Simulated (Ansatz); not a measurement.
Density of states of YFe5 (P6/mmm, a = 4.902 Å, b = 4.902 Å, c = 3.882 Å, α = 90.00°, β = 90.00°, γ = 120.00°), in states per eV and primitive cell, averaged over bins of 0.4 eV. Theory: DFT PBEsol, scalar-relativistic, plane waves, PAW (Ansatz).

Cutoff 420 eV; k points 12×12×10 on the computed 6-atom cell (Γ-centred); Gaussian smearing, width 0.10 eV; collinear spin from starting moments -0.16 1.97 1.97 1.97 2.18 2.18 μB.

The cell is relaxed at this level. The states (both spins) are summed by tetrahedra on a 18×18×15 mesh at the self-consistent density. Energies are bin centres; the table starts no lower than −8 eV and ends at 6 eV, or lower where the solved bands end.

It is a metal at this level.

```
E − E_F (eV) total Fe 3d down Fe 3d up Y 4d down Y 4d up Fe 4s up Fe 4s down
       -7.65   0.09        0.00      0.00       0.00     0.00      0.05        0.01
       -7.25   0.29        0.00      0.01       0.00     0.00      0.12        0.09
       -6.85   0.45        0.01      0.02       0.00     0.00      0.18        0.14
       -6.45   0.62        0.01      0.04       0.00     0.01      0.25        0.20
       -6.05   0.88        0.02      0.09       0.01     0.02      0.36        0.26
       -5.65   0.99        0.04      0.11       0.02     0.03      0.32        0.36
       -5.25   1.25        0.05      0.23       0.03     0.09      0.42        0.33
       -4.85   2.69        0.10      1.19       0.09     0.18      0.53        0.44
       -4.45   2.19        0.16      0.99       0.14     0.09      0.25        0.42
       -4.05   4.62        0.30      3.00       0.16     0.20      0.38        0.38
       -3.65   7.00        0.82      4.78       0.14     0.21      0.39        0.31
       -3.25   8.43        1.05      5.79       0.19     0.27      0.29        0.41
       -2.85   9.55        2.59      5.26       0.37     0.16      0.22        0.58
       -2.45   9.96        2.93      5.57       0.27     0.22      0.28        0.29
       -2.05  10.07        4.34      4.46       0.32     0.18      0.27        0.15
       -1.65  10.09        4.74      4.15       0.26     0.24      0.19        0.15
       -1.25  13.72        4.72      7.56       0.40     0.22      0.16        0.23
       -0.85  14.00        5.39      6.98       0.43     0.15      0.16        0.32
       -0.45   7.41        2.65      3.52       0.33     0.15      0.18        0.18
       -0.05   5.15        1.90      2.44       0.20     0.11      0.17        0.08
        0.35   6.54        3.22      2.31       0.26     0.17      0.20        0.07
        0.75   6.71        5.14      0.41       0.38     0.21      0.14        0.10
        1.15   9.00        7.50      0.39       0.17     0.27      0.19        0.11
        1.55   5.83        4.13      0.42       0.20     0.39      0.21        0.10
        1.95   6.04        3.06      0.72       0.26     0.92      0.35        0.10
        2.35   3.56        1.48      0.37       0.19     0.76      0.14        0.09
        2.75   3.39        1.32      0.21       0.61     0.50      0.08        0.16
        3.15   4.52        1.45      0.25       0.91     0.84      0.13        0.23
        3.55   2.56        0.49      0.16       0.54     0.67      0.08        0.08
        3.95   2.90        0.59      0.11       0.93     0.57      0.05        0.13
        4.35   2.28        0.26      0.12       0.51     0.78      0.09        0.08
        4.75   2.23        0.29      0.07       0.84     0.54      0.09        0.11
        5.15   1.96        0.16      0.07       0.58     0.55      0.13        0.11
        5.55   2.12        0.13      0.07       0.47     0.58      0.18        0.13
```

The columns after the total are the main Löwdin projections on the occupied valence shells of the potentials; 5 others are left out. The rest of the total lies in those, in shells that are empty in the free atom, which aren't projected, and between the atoms.

Only parallel moments were tried here.

Only this magnetic start was tried.

Cost: 1 run of about 4.8 core-minutes, on Arm Neoverse V1 (shared hosts).